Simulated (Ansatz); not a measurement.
Ansatz (an electronic-structure program) input (MP2/aug-cc-pVQZ):

Ansatz 0.2 input:
```yaml
crystal:
  periodic: [false, false, false]
  atoms:
    - {symbol: F, position_ang: [-0.00000000, -0.00000000, -0.09245367]}
    - {symbol: H, position_ang: [0.00000000, 0.00000000, 0.83208299]}
basis:
  gaussian:
    orbitals: aug-cc-pVQZ
magnetization: {spin_polarized: false}
correlation: {method: mp2, electrons: outside_noble_gas}
```

Output:

```
Functional definition: HF
integrals: 0.08 GiB planned
773 factors; integrals over basis functions are off by at most 1.2e-3 eV
mean field: 0.25 GiB planned
mean field evaluation 1: about -2722.0222 eV, gradient 2.5e1 eV
mean field evaluation 2: about -2722.0222 eV, gradient 2.5e1 eV
mean field evaluation 4: about -2722.9881 eV, gradient 1.2e0 eV
mean field evaluation 8: about -2722.9928 eV, gradient 5.8e-5 eV
mean field -2722.99275250 eV, -100.0681379437 hartree, gradient 1.6e-6 eV, S^2 0.000000; 0 other end points of the search recorded, 0 dependent functions left out
1 core orbitals not correlated
reference -2722.99275250 eV, -100.0681379437 hartree; 4, 4 occupied and 121, 121 virtual orbitals, 773 factors
second order -8.20655177 eV of doubles, -0.00000000 eV of singles
Total energy: -2731.19930428 eV, -100.3697231588 hartree
```
